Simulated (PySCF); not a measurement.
B3LYP has the VWN-RPA correlation part, as in Gaussian. 

**HS, SMILES `[SH]` (charge 0, multiplicity 2)**

Level of theory: B3LYP-D3(BJ)/def2-TZVP // TPSS-D3(BJ)/def2-SVP (PySCF).

| Item | Result |
|---|---|
| highest occupied spin orbital | -7.17 eV |
| dipole moment | 0.86 D |
| total energy | -398.7748 Ha |
| cost | roughly 5 core-seconds |

Bonded distances (Å): S1–H2 1.361.
Charge 0, spin multiplicity 2.
